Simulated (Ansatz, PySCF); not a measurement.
System: chloroform, CHCl3, charge 0, multiplicity 1. SMILES: ClC(Cl)Cl
Coordinates optimised at B3LYP-D3(BJ)/def2-TZVP (Ansatz, an electronic-structure program):
```
C
H 1 1.0815
Cl 1 1.7758 2 107.69
Cl 1 1.7758 2 107.69 3 120.00
Cl 1 1.7758 2 107.69 3 -120.00
```

Harmonic wavenumbers (cm⁻¹) at B3LYP/6-31G* (Ansatz, at its own minimum) and at B3LYP-D3(BJ)/def2-TZVP (PySCF, at the structure above). 6-31G* holds six Cartesian d functions. Modes are numbered in rising order, 9 in all, and paired by that order; shown are modes over 250 cm⁻¹ that lie over 6 % from every other mode at both levels, one of each degenerate set, at most eight drawn at random. The second level is harmonic too, so this factor is not the one that brings values to measured fundamentals.

```json
[
 {"mode": "1", "B3LYP/6-31G* (x)": "259", "B3LYP-D3(BJ)/def2-TZVP (y)": "256"},
 {"mode": "3", "B3LYP/6-31G* (x)": "365", "B3LYP-D3(BJ)/def2-TZVP (y)": "362"},
 {"mode": "5", "B3LYP/6-31G* (x)": "737", "B3LYP-D3(BJ)/def2-TZVP (y)": "732"},
 {"mode": "7", "B3LYP/6-31G* (x)": "1264", "B3LYP-D3(BJ)/def2-TZVP (y)": "1234"},
 {"mode": "9", "B3LYP/6-31G* (x)": "3202", "B3LYP-D3(BJ)/def2-TZVP (y)": "3173"}
]
```

### Question
Fit one scale factor, y = λ·x, by least squares, and use it for mode 4, which lies at 666 cm⁻¹ at B3LYP/6-31G*.

### Answer
λ = Σxy/Σx² = 12457640/12593975 = 0.9892; the rows scatter about it by 8 cm⁻¹ (root mean square). Prediction for mode 4: 659 cm⁻¹. The wavenumber at B3LYP-D3(BJ)/def2-TZVP is 664 cm⁻¹, so the fit misses by -5 cm⁻¹, against +2 cm⁻¹ without it. The fit is meant for this molecule alone.
